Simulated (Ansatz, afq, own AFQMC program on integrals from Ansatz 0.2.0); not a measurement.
## Where AFQMC and coupled cluster stand for Ga, doublet

A free Ga atom.

Basis aug-cc-pVTZ. Noble-gas cores (and the filled d shells of Ga–Kr and In–Xe) are frozen. Integrals, coupled cluster, full CI and functionals: Ansatz 0.2.0; the random walks run on the same integrals in our own AFQMC program. ph-AFQMC/CISD is guided by a CISD state made of CCSD amplitudes; releasing the constraint for a short imaginary time cuts its bias at the price of noise, slowly where states lie close. Free AFQMC starts from the CCSD state and is never constrained. Its projection time is finite, and what remains of the start isn't in its error. Error bars are statistical, one sigma. No spin–orbit coupling.

Determinant: UHF, the one that the program's search chose, which needn't be the lowest solution.

Full CI on the same integrals is exact in this basis and with this determinant's frozen core.

Cautions: no relativity below Rb; no spin-orbit coupling; inner d shell frozen.

The T1 diagnostic is 0.0140 and the weight of the determinant in the CISD state is 0.943. The ⟨S²⟩ of the determinant is 0.763 and the size of the correlated space is 3 electrons in 45 orbitals.

Reference: full CI, correlation energy -1.305 eV. The released energy is read at 2.40 1/Eh (meV from the phaseless value at times in 1/Eh: -0.7 ± 0.5 at 0.24, -1.4 ± 0.4 at 0.51, -1.8 ± 2.3 at 0.99, -2.2 ± 0.3 at 1.62, -2.9 ± 0.3 at 2.40).

```tsv
level	E − E(reference) (kJ/mol)	share of correlation (%)
HF	126.0	0.00
MP2	37.5	70.24
CCSD	3.2	97.43
CCSD(T)	0.9	99.32
ph-AFQMC/HF	7.3 ± 1.2	94.19
ph-AFQMC/CISD	0.3 ± 0.05	99.77
released AFQMC	0.0 ± 0.03	100.00
free AFQMC	0.0 ± 0.02	100.02
```

Free projections are given only where their last times agree within the noise and don't stop above the reference; a slow remainder of the start can still hide under it. A walk keeps the symmetry of its determinant, which the program's search chose and which needn't be the lowest solution, so a lower state of the same spin and another symmetry isn't excluded. Released energies are given only where the last usable release times agree within the noise; a slower fall can still hide under it.
